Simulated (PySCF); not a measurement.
Compound: C₂H₂N (doublet state).
Geometry (GFN2-xTB, Å), atoms numbered from 1 in this order:
```xyz
5
C2H2N angstrom
C     -0.555    0.011   -0.008
C      0.799   -0.014    0.003
N      1.961   -0.035    0.013
H     -1.115   -0.907   -0.021
H     -1.082    0.948   -0.004
```

As a line formula: `[CH2]C#N` [radical].

The calculation used UKS B3LYP, pcH-1 on C H N, non-relativistic, mean-field spin-orbit, GIAO (PySCF). Geometry: GFN2-xTB; no solvent, vibrations or thermal averaging. A GFN2-xTB geometry isn't a minimum of the functional, and hyperfine couplings can be far from their values at a DFT geometry.

Problem. Give the principal g shifts and their parts.

Solution. 
```csv
Δg (ppm),1,2,3
relativistic mass correction,-169,-169,-169
gauge correction,-2,42,33
orbital Zeeman/spin–orbit,82,1303,1415
total,-89,1176,1279
```

So g = 2.00223, 2.00350, 2.00360 and g_iso = 2.00311; the tensor is close to axial: the two nearest values differ by 8 % of g3 − g1. Axes: g1 is normal to the molecular plane and g2 points within 1° of the C1–C2 bond.

Problem. At 34.012 GHz, how far is the centre of the isotropic spectrum from where a free electron (g = 2.002319) resonates?

Solution. B = hν/(g μB) with μB/h = 13.99624 MHz/mT gives 1213.63 mT for the free electron and 1213.15 mT at g_iso, 0.48 mT lower.

Problem. What are the electron Larmor frequencies g μB B/h along the three axes at 340 mT?

Solution. 9.5281, 9.5341, 9.5346 GHz for g1, g2 and g3, a range of 6.5 MHz.

Problem. In a frozen sample, at which fields do the three g values resonate at 9.5, 34, 94 and 263 GHz (hyperfine left aside), and which band first spreads them over more than twice a line width of 1.0 mT?

Solution. 
```
band    GHz  B(g3) mT  B(g2) mT  B(g1) mT  spread mT
   X    9.5    338.77    338.78    339.00       0.23
   Q   34.0   1212.43   1212.49   1213.26       0.83
   W   94.0   3352.01   3352.19   3354.30       2.29
   J  263.0   9378.50   9378.99   9384.91       6.41
```

The spread grows in proportion to the frequency. W band is the first where it exceeds 2.0 mT.

The largest Mulliken spin populations are on C1 (+0.87), N3 (+0.43) and C2 (-0.23). The angles at C1 add up to 360.0°, so it is planar; its axial dipolar tensor and the negative couplings of its protons fit spin in a p orbital normal to that plane.

The HOMO–LUMO gaps are 7.58 eV among the α and 5.61 eV among the β orbitals.
